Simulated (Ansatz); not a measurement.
Candidates: cuprite Ag₂O, Bi₄Ge₃O₁₂ (I-43d, No. 220), rock-salt MgO, spinel Na₂MoO₄, rock-salt CdO, spinel Na₂WO₄. Level: PBEsol in Ansatz (plane waves, PAW).

Ansatz's runs of these crystals have no spin polarisation.

Spin–orbit coupling is left out, also for the solids with elements from indium on (Bi4Ge3O12, spinel Na2WO4); its size isn't shown.

Caveats: the gap of the solid is closed in this run (cuprite Ag2O, rock-salt CdO). Ansatz's density-functional and Hartree–Fock values are scalar-relativistic unless marked +SOC, with PAW data made under PBE.

Question: Which of them have a computed equilibrium lattice constant a between 4.5 and 6.9 Å?

Answer: cuprite Ag₂O, rock-salt CdO. The values: cuprite Ag₂O 4.707 Å; Bi₄Ge₃O₁₂ (I-43d, No. 220) 10.502 Å; rock-salt MgO 4.215 Å; spinel Na₂MoO₄ 9.087 Å; rock-salt CdO 4.690 Å; spinel Na₂WO₄ 9.110 Å.

Ansatz is a first-principles code.
